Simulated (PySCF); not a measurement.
Simulated absorption spectrum

Isoyanoacetylene, C₃HN.
Numbering: `[C-:1]#[N+:2][C:3]#[CH:4]` (hydrogens: H5 on C4)

Theory: TDDFT CAM-B3LYP/def2-SVPD, vertical, gas phase, core orbitals frozen in the response (PySCF). Isolated species at its GFN2-xTB geometry, gas phase.

Computed states:

```json
{"state": "S1", "E (eV)": "5.36", "f": "0.0000"}
{"state": "S2", "E (eV)": "5.57", "f": "0.0000"}
{"state": "S3", "E (eV)": "5.57", "f": "0.0000"}
{"state": "S4", "E (eV)": "7.29", "f": "0.053"}
{"state": "S5", "E (eV)": "7.29", "f": "0.053"}
{"state": "S6", "E (eV)": "8.08", "f": "0.043"}
{"state": "S7", "E (eV)": "8.08", "f": "0.043"}
{"state": "S8", "E (eV)": "8.61", "f": "1.456"}
```

Each state is given a Gaussian of 0.5 eV full width at half maximum, with ε(max) = 2.175×10⁸ f / Δν̃ (Δν̃ the width in cm⁻¹). The width is an assumption, not a result. The curve ends short of the highest state used, and states not computed would add to its high-energy end.

(1) Give the broadened spectrum and its maxima.

(2) Coming from long wavelengths, where does ε first pass 100 L mol⁻¹ cm⁻¹?

(3) On this curve, what absorbance would a 10⁻³ mol/L sample give at 193 nm over a 1 cm path?

Answers

(1) 
```tsv
E (eV)	ε (L mol⁻¹ cm⁻¹)
4.61	0
4.67	0
4.74	0
4.80	0
4.86	0
4.92	0
4.98	0
5.04	0
5.11	0
5.17	0
5.23	0
5.29	0
5.35	0
5.41	0
5.48	0
5.54	0
5.60	0
5.66	0
5.72	0
5.78	0
5.85	0
5.91	0
5.97	0
6.03	0
6.09	0
6.15	0
6.22	0
6.28	0
6.34	0
6.40	1
6.46	3
6.52	8
6.59	26
6.65	62
6.71	140
6.77	290
6.83	556
6.90	1073
6.96	1729
7.02	2574
7.08	3536
7.14	4486
7.20	5254
7.27	5713
7.33	5634
7.39	5140
7.45	4354
7.51	3461
7.57	2651
7.64	2016
7.70	1840
7.76	2028
7.82	2546
7.88	3336
7.94	4355
8.01	5910
```

Maxima: 170 nm (7.29 eV), ε about 5700, made up of S4 (50%) and S5 (50%) (ε in L mol⁻¹ cm⁻¹; maxima over ε = 5, shares over 10%). At its high-energy end, 8.01 eV, the curve is still rising (ε about 5900, from S6, S7 and S8).

(2) At about 185 nm (6.69 eV), 1.32 eV above S1.

(3) 193 nm is 6.424 eV, where ε is about 1.4 L mol⁻¹ cm⁻¹, so A = ε c l ≈ 0.0014 (Beer–Lambert, with the gas-phase spectrum and the assumed width).

On one thread of an Arm Neoverse V1, on a shared host, this took 3.9 s wall.
